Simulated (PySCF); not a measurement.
Computed with PBE-D3(BJ)/def2-TZVP // PBE-D3(BJ)/def2-SVP in PySCF 2.14.0. All species are isolated molecules in the gas phase. 

Reference species (SMILES): `[SH]` (neutral, multiplicity 2).

```yaml
highest_occupied_spin_orbital: -6.12 eV
dipole_moment: 0.87 D
```

Changed species: `C[N]C` (free radical N(CH3)2; the reference has free radical SH).

Task: Predict the effect on the highest occupied spin orbital and dipole moment.

Result: the highest occupied spin orbital increases by 0.56 eV, to -5.56 eV; the dipole moment rises by 0.83 D, to 1.70 D.
